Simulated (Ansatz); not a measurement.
Bond stretch in Si(H)3(Me), CH6Si, SMILES C[SiH3]. The C2–H8 bond (C2 also carries H, H, Si; H8 carries nothing else) is varied alone, starting from the PBE0/def2-TZVP optimised geometry.

Method: CCSD(T) on UHF/cc-pVDZ, frozen core in Ansatz (an electronic-structure program).

Relative to R = 1.09 Å, what are the energies at R = 0.96, 1.03, 1.32, 1.58 Å?

45.8 kJ/mol at 0.96 Å, 10.5 kJ/mol at 1.03 Å, 49.2 kJ/mol at 1.32 Å, 160.6 kJ/mol at 1.58 Å.

The unrestricted determinant behind UCCSD(T) is spin-contaminated at 1.78 to 3.20 Å (<S²> up to 1.0, against 0.00 for a pure singlet).
